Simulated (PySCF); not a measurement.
A PySCF script (with the pyscf-properties extension) for the NMR shieldings of `P`, H3P, on a PBE0-D3(BJ)/def2-SVP geometry:

```python
import basis_set_exchange as bse
import numpy as np
from pyscf import gto, dft
from pyscf.prop import nmr

atoms = """
P    -0.004502    0.003946    0.574250
H    -0.470318    1.098407   -0.217496
H     1.197197   -0.131833   -0.186705
H    -0.701907   -0.960970   -0.215769
"""
names = dict.fromkeys(["P", "H"], "pcSseg-1")
basis = {el: gto.basis.parse(bse.get_basis(n, elements=[el], fmt="nwchem")) for el, n in names.items()}
mol = gto.M(atom=atoms, basis=basis, charge=0, verbose=0)
mf = dft.RKS(mol, xc="B3LYP")
mf.grids.level = 2
mf.grids.alignment = dft.numint.BLKSIZE   # the property module wants whole blocks of grid points
mf.conv_tol = 1e-9
mf.kernel()

calc = nmr.RKS(mf)   # GIAO
C = mf.mo_coeff
Co = C[:, mf.mo_occ > 0]
resp = mf.gen_response(singlet=True, hermi=2)
def vind(x):   # induced exchange potential for any number of trial vectors
    d = np.einsum("pi,xij,qj->xpq", C, 2 * x.reshape(-1, C.shape[1], Co.shape[1]), Co, optimize=True)
    return np.einsum("xpq,pi,qj->xij", resp(d - d.transpose(0, 2, 1)), C, Co, optimize=True).ravel()
mo1, _ = nmr.rhf.solve_mo1(calc, with_cphf=vind)
sigma = calc.kernel(mo1)
for i, s in enumerate(sigma):   # ppm
    print("%2d %-2s %9.2f" % (i, mol.atom_pure_symbol(i), np.trace(s) / 3))
```

Question: Give the expected output.

Answer: 
```
 0 P     563.32
 1 H      29.40
 2 H      29.40
 3 H      29.40
```

These numbers come from an equivalent density-fitted implementation of the same equations, which agrees with the script to about 0.01 ppm for H and up to a few tenths of a ppm for heavy atoms, so last digits may differ.

Question: Turn these shieldings into chemical shifts. Chemical shifts δ = σref − σ; $^{31}$P (297.42 ppm) vs H3PO4; $^{1}$H (31.38 ppm) against TMS, all at this level.

Answer: Averaging equivalent atoms: P 0: -265.9; H 1/2/3: 1.98 ppm. Experimental scales use liquid or dissolved standards, which lie at an offset from isolated H3PO4.

Size and cost of the density-fitted run: 39 basis functions, of the order of 0.5 core-seconds.
